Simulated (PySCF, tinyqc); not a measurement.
Worked calculation: RHF in the sto-6g basis, for H2O, spin multiplicity 1. The lowest restricted solution is unstable here: a spin-polarised one lies 0.0012 hartree lower (PySCF). One step of it, computed by the program tinyqc.

Task: Iteration 2: building the Fock matrix. J_ij = sum D_kl (ij|kl), K_ij = sum D_kl (ik|jl); F = H + J - 0.5 K; E = tr D H + tr D J / 2 - 0.25 tr D K + E_nn.

D after iteration 1:
```
            1O 1s      1O 2s    1O 2px     1O 2py     1O 2pz      2H 1s      3H 1s
1O 1s    2.118305  -0.527848  0.000000   0.008946   0.048737   0.060699   0.066447
1O 2s   -0.527848   2.399398  0.000000  -0.052296  -0.307177  -0.456354  -0.464612
1O 2px   0.000000   0.000000  2.000000   0.000000   0.000000   0.000000   0.000000
1O 2py   0.008946  -0.052296  0.000000   0.338821   0.041170   0.508723  -0.446280
1O 2pz   0.048737  -0.307177  0.000000   0.041170   0.329904   0.500161   0.486513
2H 1s    0.060699  -0.456354  0.000000   0.508723   0.500161   1.355652   0.059091
3H 1s    0.066447  -0.464612  0.000000  -0.446280   0.486513   0.059091   1.488336
```

core Hamiltonian H = T + V (hartree):
```
             1O 1s      1O 2s     1O 2px     1O 2py     1O 2pz      2H 1s      3H 1s
1O 1s   -32.769652  -7.241128   0.000000  -0.000910  -0.010590  -0.939329  -0.792237
1O 2s    -7.241128  -8.994577   0.000000  -0.010211  -0.124763  -2.298336  -2.010533
1O 2px    0.000000   0.000000  -7.263483   0.000000   0.000000   0.000000   0.000000
1O 2py   -0.000910  -0.010211   0.000000  -7.349971  -0.004649  -1.455249   1.297580
1O 2pz   -0.010590  -0.124763   0.000000  -0.004649  -7.303015  -1.009427  -0.901241
2H 1s    -0.939329  -2.298336   0.000000  -1.455249  -1.009427  -4.132791  -0.570271
3H 1s    -0.792237  -2.010533   0.000000   1.297580  -0.901241  -0.570271  -3.950502
```

Two-electron integrals (ij|kl) in chemists' order, unique and non-zero (hartree):
```
(11|11) 4.787491    (21|11) 0.675884    (21|21) 0.121505    (22|11) 1.117379
(22|21) 0.249212    (22|22) 0.817383    (31|31) 0.025762    (32|31) 0.039145
(32|32) 0.180664    (33|11) 1.117381    (33|21) 0.249212    (33|22) 0.817382
(33|33) 0.880663    (41|41) 0.025762    (42|41) 0.039145    (42|42) 0.180664
(43|43) 0.047461    (44|11) 1.117381    (44|21) 0.249212    (44|22) 0.817382
(44|33) 0.785741    (44|44) 0.880663    (51|51) 0.025762    (52|51) 0.039145
(52|52) 0.180664    (53|53) 0.047461    (54|54) 0.047461    (55|11) 1.117381
(55|21) 0.249212    (55|22) 0.817382    (55|33) 0.785741    (55|44) 0.785741
(55|55) 0.880663    (61|11) 0.092564    (61|21) 0.015965    (61|22) 0.032083
(61|33) 0.032015    (61|41) 0.000649    (61|42) 0.001276    (61|44) 0.032154
(61|51) 0.000439    (61|52) 0.000863    (61|54) 0.000094    (61|55) 0.032079
(61|61) 0.002138    (62|11) 0.248624    (62|21) 0.056343    (62|22) 0.207647
(62|33) 0.204066    (62|41) 0.003756    (62|42) 0.028914    (62|44) 0.211439
(62|51) 0.002540    (62|52) 0.019551    (62|54) 0.004985    (62|55) 0.207437
(62|61) 0.007461    (62|62) 0.068754    (63|31) 0.005940    (63|32) 0.034469
(63|43) 0.005825    (63|53) 0.003939    (63|63) 0.009160    (64|11) 0.158186
(64|21) 0.036323    (64|22) 0.142657    (64|33) 0.136474    (64|41) 0.007993
(64|42) 0.052703    (64|44) 0.152858    (64|51) 0.001389    (64|52) 0.012330
(64|54) 0.007139    (64|55) 0.138638    (64|61) 0.005004    (64|62) 0.057380
(64|64) 0.056408    (65|11) 0.106962    (65|21) 0.024561    (65|22) 0.096462
(65|33) 0.092281    (65|41) 0.001389    (65|42) 0.012330    (65|44) 0.095481
(65|51) 0.006879    (65|52) 0.042806    (65|54) 0.007989    (65|55) 0.101623
(65|61) 0.003384    (65|62) 0.038799    (65|64) 0.031949    (65|65) 0.030763
(66|11) 0.425919    (66|21) 0.098293    (66|22) 0.416308    (66|33) 0.401025
(66|41) 0.007586    (66|42) 0.082086    (66|44) 0.432488    (66|51) 0.005129
(66|52) 0.055505    (66|54) 0.021274    (66|55) 0.415410    (66|61) 0.013103
(66|62) 0.184193    (66|64) 0.174838    (66|65) 0.118222    (66|66) 0.774999
(71|11) 0.078006    (71|21) 0.013458    (71|22) 0.027057    (71|33) 0.027001
(71|41) -0.000547   (71|42) -0.001077   (71|44) 0.027117    (71|51) 0.000370
(71|52) 0.000728    (71|54) -0.000078   (71|55) 0.027054    (71|61) 0.001772
(71|62) 0.006057    (71|64) 0.003741    (71|65) 0.002752    (71|66) 0.010548
(71|71) 0.001519    (72|11) 0.216318    (72|21) 0.049052    (72|22) 0.181601
(72|33) 0.178450    (72|41) -0.003268   (72|42) -0.025481   (72|44) 0.184939
(72|51) 0.002209    (72|52) 0.017224    (72|54) -0.004387   (72|55) 0.181415
(72|61) 0.006253    (72|62) 0.046230    (72|64) 0.027191    (72|65) 0.025400
(72|66) 0.097846    (72|71) 0.005479    (72|72) 0.053423    (73|31) 0.005084
(73|32) 0.029784    (73|43) -0.005096   (73|53) 0.003445    (73|63) 0.005809
(73|73) 0.006983    (74|11) -0.140165   (74|21) -0.032195   (74|22) -0.126966
(74|33) -0.121545   (74|41) 0.006885    (74|42) 0.045986    (74|44) -0.135905
(74|51) -0.001217   (74|52) -0.010952   (74|54) 0.006262    (74|55) -0.123449
(74|61) -0.003938   (74|62) -0.027868   (74|64) -0.011170   (74|65) -0.015022
(74|66) -0.055665   (74|71) -0.003735   (74|72) -0.045356   (74|74) 0.044947
(75|11) 0.094745    (75|21) 0.021763    (75|22) 0.085823    (75|33) 0.082159
(75|41) -0.001217   (75|42) -0.010952   (75|44) 0.084975    (75|51) 0.005907
(75|52) 0.037187    (75|54) -0.007000   (75|55) 0.090335    (75|61) 0.002887
(75|62) 0.025710    (75|64) 0.014883    (75|65) 0.019677    (75|66) 0.058780
(75|71) 0.002525    (75|72) 0.030658    (75|74) -0.025662   (75|75) 0.024329
(76|11) 0.056046    (76|21) 0.012837    (76|22) 0.051469    (76|33) 0.050367
(76|41) -0.000015   (76|42) -0.000176   (76|44) 0.051417    (76|51) 0.000906
(76|52) 0.008384    (76|54) -0.000039   (76|55) 0.052624    (76|61) 0.001676
(76|62) 0.016693    (76|64) 0.012162    (76|65) 0.010634    (76|66) 0.046775
(76|71) 0.001415    (76|72) 0.014909    (76|74) -0.011182   (76|75) 0.009636
(76|76) 0.005300    (77|11) 0.403195    (77|21) 0.093085    (77|22) 0.396136
(77|33) 0.382227    (77|41) -0.006888   (77|42) -0.075940   (77|44) 0.410867
(77|51) 0.004656    (77|52) 0.051332    (77|54) -0.019359   (77|55) 0.395313
(77|61) 0.011849    (77|62) 0.106674    (77|64) 0.059605    (77|65) 0.063081
(77|66) 0.252153    (77|71) 0.010453    (77|72) 0.158439    (77|74) -0.152769
(77|75) 0.103264    (77|76) 0.046775    (77|77) 0.774999
```

nuclear repulsion = 6.96105572 hartree

Give: Coulomb J; exchange K; Fock matrix F; total energy of this density.

Result:

Coulomb J (hartree):
```
         1O 1s   1O 2s  1O 2px  1O 2py  1O 2pz  2H 1s   3H 1s
1O 1s   16.354   2.858   0.000  -0.002   0.003  0.379   0.320
1O 2s    2.858   7.494   0.000  -0.008   0.113  1.953   1.717
1O 2px   0.000   0.000   7.545   0.000   0.000  0.000   0.000
1O 2py  -0.002  -0.008   0.000   7.496   0.006  1.362  -1.224
1O 2pz   0.003   0.113   0.000   0.006   7.441  0.949   0.849
2H 1s    0.379   1.953   0.000   1.362   0.949  4.421   0.506
3H 1s    0.320   1.717   0.000  -1.224   0.849  0.506   4.335
```

exchange K (hartree):
```
        1O 1s   1O 2s  1O 2px  1O 2py  1O 2pz  2H 1s   3H 1s
1O 1s   9.790   1.462   0.000   0.000   0.003  0.209   0.176
1O 2s   1.462   2.359   0.000  -0.014  -0.042  0.686   0.604
1O 2px  0.000   0.000   2.223   0.000   0.000  0.000   0.000
1O 2py  0.000  -0.014   0.000   1.199   0.060  0.537  -0.484
1O 2pz  0.003  -0.042   0.000   0.060   1.060  0.419   0.382
2H 1s   0.209   0.686   0.000   0.537   0.419  1.360   0.175
3H 1s   0.176   0.604   0.000  -0.484   0.382  0.175   1.389
```

Fock matrix F (hartree):
```
          1O 1s   1O 2s  1O 2px  1O 2py  1O 2pz   2H 1s   3H 1s
1O 1s   -21.311  -5.114   0.000  -0.003  -0.009  -0.664  -0.561
1O 2s    -5.114  -2.680   0.000  -0.011   0.009  -0.689  -0.596
1O 2px    0.000   0.000  -0.830   0.000   0.000   0.000   0.000
1O 2py   -0.003  -0.011   0.000  -0.454  -0.028  -0.362   0.315
1O 2pz   -0.009   0.009   0.000  -0.028  -0.392  -0.270  -0.243
2H 1s    -0.664  -0.689   0.000  -0.362  -0.270  -0.392  -0.151
3H 1s    -0.561  -0.596   0.000   0.315  -0.243  -0.151  -0.310
```

total energy of this density = -75.18661 hartree
